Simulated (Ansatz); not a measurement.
# Al₂H₄ (singlet): the correlation ladder at distance Al1–Al2 = 3.664 Å, cc-pVTZ

The task here is to estimate one member of a computed series from the others.

Method: cc-pVTZ, core rule «outside noble gas», up to 10 orbitals frozen; program: Ansatz 0.2.0, Gaussian basis.

Plan: UHF; CCSD(T) on RHF; CCSD(T) on UHF; BCCD(T) on RHF; CCSDT(Q) on RHF; CCSDT(Q) on UHF.

**The geometry**

The geometry derives from a PBE0/def2-TZVP stationary point (not a proven minimum). One bond is set to the value named and the two fragments are kept rigid.

6 atoms, charge 0, spin multiplicity 1.

Atoms are counted from 1 here; the program's logs count them from 0.

Bond lengths: Al1–H3 1.595 Å, Al1–H4 1.595 Å, Al2–H5 1.595 Å, Al2–H6 1.595 Å. Angles: H3–Al1–H4 116.1°, H5–Al2–H6 116.1°.

Set-up of the first run:

in.yaml

```yaml
crystal:
  periodic: [false, false, false]
  atoms:
    - {symbol: Al, position_ang: [0.000000, 0.000000, 1.832000]}
    - {symbol: Al, position_ang: [0.000000, 0.000000, -1.832000]}
    - {symbol: H, position_ang: [0.000000, 1.353331, 2.675815]}
    - {symbol: H, position_ang: [0.000000, -1.353331, 2.675815]}
    - {symbol: H, position_ang: [0.000000, 1.353331, -2.675815]}
    - {symbol: H, position_ang: [0.000000, -1.353331, -2.675815]}
basis:
  gaussian: {orbitals: cc-pVTZ}
magnetization: {spin_polarized: true, initial_magnetization: 0}
hamiltonian: {xc: hf}
output: {orbitals: {seedname: orbitals}}
```

Run with:

```bash
> ansatz run in.yaml --threads 1 --pin off --events-out ev --progress --plain --max-ram 2816MiB --backend cpu
```

Among the steps run: UHF; CCSD(T) on RHF; CCSD(T) on UHF; BCCD(T) on RHF; CCSDT(Q) on RHF; CCSDT(Q) on UHF.

One table of the session follows, with a row left open; its other results are not shown here.

| method | from RCCSDT(Q) (meV) |
| --- | --- |
| RHF | +5756.8 |
| UHF | +5669.5 |
| RMP2 | +1336.4 |
| UMP2 | +1550.6 |
| RCCSD | +198.4 |
| UCCSD | +216.2 |
| RCCSD(T) | +46.8 |
| UCCSD(T) | ? |
| BCCD(T) | +45.5 |
| RCCSDT | +8.7 |
| UCCSDT | +10.8 |
| RCCSDT(Q) | 0 |
| UCCSDT(Q) | +0.7 |

Q: Estimate the row for UCCSD(T) from the others.

**Answer.** from RCCSDT(Q) (meV): +61.8. In the column «from RCCSDT(Q) (meV)» it lies between RCCSD(T) (+46.8) and RCCSD (+198.4).

Limits of these values: Restricted and unrestricted rows rest on different reference determinants; a gap between their highest levels can come from leftover correlation error, from unlike frozen cores or from another state.
